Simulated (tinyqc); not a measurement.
Worked calculation: LCCD on RHF in the sto-6g basis, frozen core, for CH3-, spin multiplicity 1. The basis has no diffuse functions, so it cannot describe the extra electron: this is an exercise in the method, not the real anion. One step of it, computed by the program tinyqc.

Task: LCCD: starting amplitudes. t_ij^ab = <ij||ab> / (e_i + e_j - e_a - e_b), whose energy is MP2.

orbital energies (hartree): MO1 -10.553017, MO2 -0.380982, MO3 -0.079808, MO4 -0.079796, MO5 0.215363, MO6 0.925452, MO7 1.123425, MO8 1.123534

Two-electron integrals over orbitals (pq|rs), unique and non-zero (hartree); the lowest 1 orbital is frozen and left out:
```
(22|22) 0.478998    (32|32) 0.120417    (33|22) 0.454763    (33|33) 0.506985
(42|22) -0.000106   (42|33) -0.069820   (42|42) 0.120331    (43|32) -0.069787
(43|43) 0.055951    (44|22) 0.454623    (44|33) 0.394891    (44|42) 0.069854
(44|44) 0.507015    (52|22) -0.001939   (52|33) -0.001117   (52|42) 2.36e-07
(52|44) -0.001118   (52|52) 0.081839    (53|32) -0.001288   (53|43) 0.001486
(53|53) 0.016487    (54|22) 2.49e-06    (54|33) 0.001489    (54|42) -0.001290
(54|44) -0.001489   (54|52) 0.000016    (54|54) 0.016482    (55|22) 0.518332
(55|33) 0.454636    (55|42) -0.000012   (55|44) 0.454573    (55|52) 0.012131
(55|54) 0.000008    (55|55) 0.673634    (62|22) 0.070558    (62|33) 0.031071
(62|42) 0.000047    (62|44) 0.031032    (62|52) -0.001423   (62|54) 4.76e-06
(62|55) 0.142496    (62|62) 0.083415    (63|32) -0.048034   (63|43) 0.048009
(63|53) 0.001847    (63|63) 0.067820    (64|22) 0.000175    (64|33) 0.048179
(64|42) -0.048155   (64|44) -0.048074   (64|52) 0.000007    (64|54) 0.001853
(64|55) 0.000255    (64|62) 0.000196    (64|64) 0.068028    (65|22) -0.005671
(65|33) -0.002079   (65|42) 0.000009    (65|44) -0.002068   (65|52) 0.072063
(65|54) 0.000049    (65|55) 0.000914    (65|62) -0.007277   (65|64) -0.000009
(65|65) 0.069581    (66|22) 0.461842    (66|33) 0.447517    (66|42) 0.000300
(66|44) 0.447843    (66|52) -0.007378   (66|54) -0.000005   (66|55) 0.496246
(66|62) 0.050815    (66|64) -0.000036   (66|65) -0.009732   (66|66) 0.468425
(72|22) -0.000146   (72|33) 0.016971    (72|42) 0.012949    (72|44) -0.017098
(72|52) -4.49e-07   (72|54) 0.002246    (72|55) -0.000259   (72|62) -0.000080
(72|64) 0.044240    (72|65) 0.000013    (72|66) -0.000057   (72|72) 0.054422
(73|32) 0.044795    (73|43) -0.024547   (73|53) -0.001135   (73|63) -0.032725
(73|73) 0.032301    (74|22) 0.069993    (74|33) 0.059328    (74|42) -0.044632
(74|44) 0.010413    (74|52) 0.004064    (74|54) 0.001134    (74|55) 0.124670
(74|62) 0.078110    (74|64) 0.032795    (74|65) -0.001786   (74|66) 0.044737
(74|72) 0.005760    (74|74) 0.110096    (75|22) 3.55e-06    (75|33) -0.002617
(75|42) 0.005255    (75|44) 0.002626    (75|52) -0.000120   (75|54) 0.018054
(75|55) -4.57e-06   (75|62) 0.000014    (75|64) -0.001826   (75|65) -0.000070
(75|66) 0.000028    (75|72) 0.001957    (75|74) -0.001857   (75|75) 0.025663
(76|22) -0.000040   (76|33) -0.060734   (76|42) 0.106933    (76|44) 0.060843
(76|52) 0.000015    (76|54) -0.001474   (76|55) 0.000047    (76|62) 0.000087
(76|64) -0.043904   (76|65) 0.000019    (76|66) 0.000337    (76|72) 0.012928
(76|74) -0.044802   (76|75) 0.004599    (76|76) 0.108383    (77|22) 0.498615
(77|33) 0.439060    (77|42) 0.024856    (77|44) 0.504513    (77|52) 0.002785
(77|54) -0.001239   (77|55) 0.543700    (77|62) 0.085349    (77|64) -0.033811
(77|65) -0.002086   (77|66) 0.490865    (77|72) -0.025414   (77|74) 0.081445
(77|75) 0.000505    (77|76) 0.021817    (77|77) 0.578183    (82|32) 0.012897
(82|43) 0.017064    (82|53) 0.002247    (82|63) 0.044249    (82|73) -0.006036
(82|82) 0.054423    (83|22) 0.069905    (83|33) 0.010376    (83|42) 0.044729
(83|44) 0.059384    (83|52) 0.004065    (83|54) -0.001130   (83|55) 0.124647
(83|62) 0.078117    (83|64) -0.032575   (83|65) -0.001778   (83|66) 0.044984
(83|72) -0.006086   (83|74) 0.048597    (83|75) 0.001865    (83|76) 0.045003
(83|77) 0.092193    (83|83) 0.110194    (84|32) 0.044734    (84|43) -0.024476
(84|53) -0.001131   (84|63) -0.032614   (84|73) 0.029472    (84|82) -0.005953
(84|84) 0.032198    (85|32) 0.005256    (85|43) -0.002616   (85|53) 0.018054
(85|63) -0.001819   (85|73) 0.001864    (85|82) 0.001956    (85|84) 0.001863
(85|85) 0.025659    (86|32) 0.106896    (86|43) -0.060612   (86|53) -0.001467
(86|63) -0.043657   (86|73) 0.044982    (86|82) 0.012961    (86|84) 0.044926
(86|85) 0.004597    (86|86) 0.108252    (87|32) -0.025379   (87|43) 0.033007
(87|53) 0.001248    (87|63) 0.034171    (87|73) -0.005662   (87|82) 0.025209
(87|84) -0.005605   (87|85) -0.000523   (87|86) -0.022145   (87|87) 0.034215
(88|22) 0.498646    (88|33) 0.504730    (88|42) -0.025217   (88|44) 0.438806
(88|52) 0.002785    (88|54) 0.001250    (88|55) 0.543698    (88|62) 0.085398
(88|64) 0.034298    (88|65) -0.002089   (88|66) 0.490734    (88|72) 0.025062
(88|74) 0.092309    (88|75) -0.000515   (88|76) -0.022026   (88|77) 0.510088
(88|83) 0.081239    (88|88) 0.578317
```

Give: Starting amplitudes; correlation energy.

Result:

Starting amplitudes (spin orbitals 1a, 1b, ...; amplitudes related by a flip of all spins are not repeated; the 24 largest):
```
from      to        t
5a 5b  6a 6b  -0.0490
3a 3b  8a 8b  -0.0458
4a 4b  7a 7b  -0.0458
4a 4b  6a 6b  -0.0338
3a 3b  6a 6b  -0.0337
2a 2b  6a 6b  -0.0319
2a 3b  6a 8b  -0.0311
2a 4b  6a 7b  -0.0311
3a 4b  7b 8a   0.0202
2a 2b  7a 7b  -0.0181
2a 2b  8a 8b  -0.0181
2a 3b  6b 8a   0.0176
2a 4b  6b 7a   0.0176
4a 4b  6a 7b  -0.0148
3a 3b  6a 7b   0.0148
3a 4b  6a 8b   0.0148
3a 4b  6b 8a  -0.0147
5a 5b  7a 7b  -0.0141
5a 5b  8a 8b  -0.0141
2a 4a  6a 7a  -0.0135
2a 3a  6a 8a  -0.0135
3a 3b  7a 7b  -0.0134
4a 4b  8a 8b  -0.0134
3a 4b  7a 8b  -0.0122
```

correlation energy = -0.046022 hartree
